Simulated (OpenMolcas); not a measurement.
**How basis sets differ on BNH6O (SMILES [NH3+][BH2-]O)**

BNH6O has 9 atoms, charge 0, and is taken as a singlet. As SMILES, `[NH3+][BH2-]O`. The shape is that of a GFN2-xTB optimisation. This is one conformer, not always the lowest.

Quantity: the HOMO–LUMO gap, in eV. The values are calculated.

```json
{"level": "HF/STO-3G", "kind": "Hartree–Fock", "program": "OpenMolcas", "value (eV)": "22.64"}
{"level": "HF/3-21G", "kind": "Hartree–Fock", "program": "OpenMolcas", "value (eV)": "16.64"}
{"level": "HF/def2-SVP", "kind": "Hartree–Fock", "program": "OpenMolcas", "value (eV)": "14.95"}
{"level": "HF/pcseg-1", "kind": "Hartree–Fock", "program": "OpenMolcas", "value (eV)": "14.60"}
{"level": "HF/def2-TZVP", "kind": "Hartree–Fock", "program": "OpenMolcas", "value (eV)": "13.98"}
```

The values span 13.98 to 22.64 eV. A Hartree–Fock LUMO above zero doesn't converge with the basis: it sinks as sets grow more diffuse. Orbital gaps aren't excitation energies.
